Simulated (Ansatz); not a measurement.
Molecule: triplet methylene, CH2 (charge 0, triplet). 
Geometry from a B3LYP-D3(BJ)/def2-TZVP (Ansatz, an electronic-structure program) optimisation:
```xyz
3

C      0.0094     0.0032     0.1026
H     -0.0192     0.9863    -0.3393
H     -0.0373    -1.0052    -0.2764
```
Charge 0, spin multiplicity 3.

Basis-set convergence of Hartree-Fock and CCSD(T) correlation energies (hartree) with Ansatz. Correlated levels leave the core frozen unless marked. Open shells are spin-unrestricted. No spin-orbit coupling. Non-relativistic.

```json
[
 {"basis": "def2-SVPD", "functions": "36", "E(HF)": "-38.89512", "E(corr, CCSD(T))": "-0.11956"},
 {"basis": "def2-TZVPPD", "functions": "71", "E(HF)": "-38.93886", "E(corr, CCSD(T))": "-0.14026"},
 {"basis": "def2-QZVPPD", "functions": "129", "E(HF)": "-38.94057", "E(corr, CCSD(T))": "-0.14703"}
]
```

Extrapolating the two largest sets (X = 3 and 4) as X^-3: E(corr) = (64·(-0.14703) - 27·(-0.14026))/37 = -0.1520 Eh, an estimate of the basis-set limit. The largest set recovers 96.7 % of it, the smallest 78.7 %.
